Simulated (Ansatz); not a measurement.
Ansatz (a quantum-chemistry and plane-wave program) input (CCSD(T)/aug-cc-pV(D+d)Z):
A basis named .json is the Basis Set Exchange file of that set.

Ansatz 0.2 input:
```yaml
crystal:
  periodic: [false, false, false]
  atoms:
    - {symbol: S, position_ang: [0.00079836, 0.00101417, 0.10422964]}
    - {symbol: H, position_ang: [-0.00010930, 0.98195700, -0.84351873]}
    - {symbol: H, position_ang: [-0.01266448, -0.99818372, -0.82415549]}
basis:
  gaussian:
    orbitals: aug-cc-pV_D+d_Z.json
total_charge: 1
magnetization: {spin_polarized: true, initial_magnetization: 1}
correlation: {method: ccsd_t, electrons: outside_noble_gas}
output: {forces: true}
```

End of the output:

```
mean field evaluation 1: about -10839.3927 eV, gradient 8.4e0 eV
mean field evaluation 2: about -10839.3923 eV, gradient 8.4e0 eV
mean field evaluation 4: about -10839.9911 eV, gradient 9.7e-1 eV
mean field evaluation 8: about -10840.0046 eV, gradient 7.1e-4 eV
mean field evaluation 16: about -10840.0046 eV, gradient 3.0e-6 eV
mean field evaluation 32: about -10836.8663 eV, gradient 4.3e-1 eV
mean field -10840.00461915 eV, -398.3628221349 hartree, gradient 3.0e-6 eV, S^2 0.764476; 1 other end points of the search recorded, 0 dependent functions left out
determinant -10840.00461915 eV, -398.3628221349 hartree, with singles and doubles -10844.02963956 eV, -398.5107389065 hartree
determinant -10836.87068476 eV, -398.2476521702 hartree, with singles and doubles -10840.99826142 eV, -398.3993378145 hartree
5 core orbitals not correlated
reference -10840.00461915 eV, -398.3628221349 hartree; 4, 3 occupied and 41, 42 virtual orbitals, 483 factors
densities: 0.16 GiB planned
second order -3.29308407 eV of doubles, -0.00000000 eV of singles
coupled cluster: 0.13 GiB planned
cycle   1  -4.01861128 eV  change   -8.5e-2 eV  update   1.2e-2
cycle   2  -4.02448371 eV  change   -5.9e-3 eV  update   3.1e-3
cycle   3  -4.02575773 eV  change   -1.3e-3 eV  update   9.1e-4
cycle   4  -4.02602399 eV  change   -2.7e-4 eV  update   2.6e-4
cycle   5  -4.02605705 eV  change   -3.3e-5 eV  update   8.2e-5
cycle   6  -4.02609603 eV  change   -3.9e-5 eV  update   2.9e-5
cycle   7  -4.02610664 eV  change   -1.1e-5 eV  update   1.1e-5
cycle   8  -4.02610584 eV  change    8.0e-7 eV  update   3.7e-6
cycle   9  -4.02610524 eV  change    6.0e-7 eV  update   1.1e-6
perturbative correction -0.09846800 eV, -0.0036186323 hartree
the calculation of the forces begins
Total energy: -10844.12919239 eV, -398.5143974057 hartree
Atom 0 at     0.000798     0.001014     0.104230 Å, force     0.001424     0.001808     0.185851 eV/Å
Atom 1 at    -0.000109     0.981957    -0.843519 Å, force    -0.000124     0.091755    -0.093832 eV/Å
Atom 2 at    -0.012664    -0.998184    -0.824155 Å, force    -0.001299    -0.093564    -0.092020 eV/Å
Dipole moment:    -0.002149    -0.002730    -0.280582 e Å
```
